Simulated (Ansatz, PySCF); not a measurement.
System: formaldehyde, CH2O (charge 0, singlet). SMILES: O=C
Geometry from a B3LYP-D3(BJ)/def2-TZVP (Ansatz, an electronic-structure program) optimisation:
```xyz
4

O     -0.0009    -0.0102     0.6728
C      0.0007     0.0079    -0.5259
H     -0.0027     0.9554    -1.0993
H      0.0057    -0.9218    -1.1276
```


Wanted: enthalpy of formation at 298 K (from the atomisation energy, B3LYP-D3(BJ)/def2-TZVP harmonic zero-point and thermal terms from PySCF, and the atoms' enthalpies of formation in the G2/97 table; no spin-orbit terms, and no core term in the frozen-core levels), in eV. Correlated levels leave the core frozen unless marked. Open shells are spin-unrestricted. No spin-orbit coupling. No relativistic terms. The coupled-cluster limit lacks core correlation, which all-electron functionals hold. CBS(X,Y): correlation extrapolated as X^-3; Hartree-Fock from the larger set.

```csv
level,program,enthalpy of formation at 298 K (eV),minus last row
HF/6-31G,Ansatz,5.49,6.58
HF-D3(BJ)/def2-TZVPD,PySCF + dftd3,3.61,4.70
PBE-D4/def2-TZVPD,Ansatz + dftd4,-1.65,-0.56
r2SCAN-D4/def2-TZVPD,Ansatz + dftd4,-1.09,0.00
wB97X/def2-TZVPD,Ansatz,-1.04,0.05
B2GP-PLYP/def2-TZVPD,Ansatz,-0.88,0.21
RPA@PBE/cc-pVQZ,Ansatz,-0.21,0.88
MP2/aug-cc-pVDZ,Ansatz,-0.44,0.65
SCS-MP2/def2-TZVPP,Ansatz,-1.01,0.08
CCSD/def2-QZVPP,Ansatz,-0.61,0.48
"CCSD/CBS(cc-pVTZ,cc-pVQZ)",Ansatz,-0.75,0.34
"CCSD/CBS(def2-TZVPP,def2-QZVPP)",Ansatz,-0.75,0.34
CCSD(T)/6-31G,Ansatz,1.75,2.84
CCSD(T)/def2-TZVPP,Ansatz,-0.70,0.39
"CCSD(T)/CBS(def2-TZVPPD,def2-QZVPPD)",Ansatz,-1.09,0.00
```
